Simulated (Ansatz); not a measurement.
Gas-phase electronic energies from Ansatz, PBE0-D4/def2-TZVP geometries. CBS: MP2 limit from def2 TZ/QZ plus the TZ coupled-cluster correction, frozen cores. This one scheme is used for every species. Double bonds are as drawn, so ΔE can hold a change between cis and trans. Functionals use def2-TZVPP. B3LYP here is the variant with VWN-RPA as its local correlation; programs differ in this. HSE06 is defined as in plane-wave codes.

Reaction (substitution at a C–C bond): `C/N=C(/C)Cl` + `N[SiH3]` → `CN[SiH3]` + `C/N=C/Cl`

Is it downhill or uphill in electronic energy at CCSD(T)/CBS, and by how much? (Estimate.)

The calculation gave: Uphill: ΔE = +78.2 kJ/mol.

What do these levels give: LDA (SPW92), B97M-V, B3LYP-D4, HSE06-D4, PBE, revPBE, r2SCAN0, RPA@PBE/def2-TZVPP, HF/def2-SVP, CCSD(T)/def2-SVP, SCS-MP2/def2-TZVPP, MP2/def2-QZVPP? (Estimate.)

The calculation gave: LDA (SPW92) 83.6, B97M-V 82.0, B3LYP-D4 74.9, HSE06-D4 76.8, PBE 76.8, revPBE 73.5, r2SCAN0 79.9, RPA@PBE/def2-TZVPP 69.1, HF/def2-SVP 63.0, CCSD(T)/def2-SVP 70.1, SCS-MP2/def2-TZVPP 75.2, MP2/def2-QZVPP 83.2 kJ/mol.

What do rigid-rotor, harmonic-oscillator terms from PBE0-D4/def2-TZVP frequencies (298.15 K, 1 bar) make of the CCSD(T)/CBS value? (Best estimate.)

Ansatz gave: ΔZPE = +1.6 kJ/mol, ΔH = +79.1 kJ/mol, ΔS = -1 J/(mol·K), ΔG = +79.5 kJ/mol.

Largest T1 diagnostic among the species: 0.012.

In def2-TZVPP, CCSD(T) changes the Hartree–Fock value by +11.0 kJ/mol (the triples alone add +3.0 kJ/mol) and MP2 by +17.4 kJ/mol. At CCSD(T), def2-SVP lies −8.2 kJ/mol from the extrapolated value and def2-TZVPP −3.0 kJ/mol. Leaving LDA and LC-ωPBE aside and taking each functional with its dispersion term where it has one, the values, not all of them listed here, spread over 10.8 kJ/mol, from ωB97X-V to r2SCAN-D4. LDA lies +6.9 kJ/mol from PBE without D4.
